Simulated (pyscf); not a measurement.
`[CH3][SiH2][Cl]` + `[ClH]` → `[CH3][SiH2][Cl]` + `[ClH]` (four-centre exchange; singlet surface; Cl–Si, Cl–H broken, Cl–Si, Cl–H formed). Structures and frequencies: ωB97X-D3(BJ)/def2-SVP in PySCF. MP2 and CC: frozen core, UHF for open shells. ΔMP2 is the change of the MP2 total energy from the triple- to the quadruple-zeta basis. Energies in kcal/mol from the separated reactants.

| level | barrier | reaction energy |
|---|---|---|
| ωB97X-D3(BJ)/def2-TZVP | 34.3 | 0.0 |
| r²SCAN/def2-TZVP | 30.4 | 0.0 |
| PBE0-D3(BJ)/def2-TZVP | (withheld) | 0.0 |
| M06-2X/def2-TZVP | 34.8 | 0.0 |
| HF/def2-TZVP | 55.9 | 0.0 |
| MP2/def2-QZVPP | 35.1 | 0.0 |
| CCSD(T)/def2-TZVPP + ΔMP2(QZVPP) | (withheld) | 0.0 |

Fill in the missing entries.


- PBE0-D3(BJ)/def2-TZVP, barrier: 30.7
- CCSD(T)/def2-TZVPP + ΔMP2(QZVPP), barrier: 37.7

Of the functionals in the table, M06-2X is closest to CCSD(T)/def2-TZVPP + ΔMP2(QZVPP) in the barrier (2.8 kcal/mol apart) and r²SCAN least close (7.2 kcal/mol); that level has limits of its own. One saddle was located; it need not be the lowest between these sides. The CCSD(T) − MP2 part came from Ansatz, without density fitting, on the same reference.
